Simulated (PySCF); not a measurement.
# Adding and removing an electron: Si₂

UHF-CCSD(T); basis Si def2-SVPD; no relativity; PySCF 2.14. Neutral (UHF): triplet (π ↑↑), Re = 2.277 Å, ωe = 506 cm⁻¹, De = 2.80 eV.

Si₂⁻ (UHF): doublet (π ↑), Re = 2.199 Å, ωe = 551 cm⁻¹. The energies at the minima are -577.74633 hartree for Si2 and -577.80748 for Si₂⁻.

(1) Work out the adiabatic electron affinity, without and with harmonic zero-point energies (1 hartree = 27.2114 eV, 1 eV = 8065.5 cm⁻¹), and the change of the bond length.

Correlated steps freeze 10 core orbitals. Correlated levels converge slowly with the basis: in double zeta they bind strong bonds too weakly, by up to about 1 eV, and carry superposition errors of some tenths. States were picked by a PBE0 search and need not be the measured ground states.

Results:

(1) At UHF-CCSD(T): 0.06115 hartree = 1.664 eV between the minima; the zero-point term (506.0 − 551.0)/2 cm⁻¹ = -0.003 eV makes it 1.661 eV. Re changes by -7.8 pm against the neutral. The electron enters a π orbital, and the shorter bond of the ion fits a bonding orbital, or a change in how ionic the bond is.
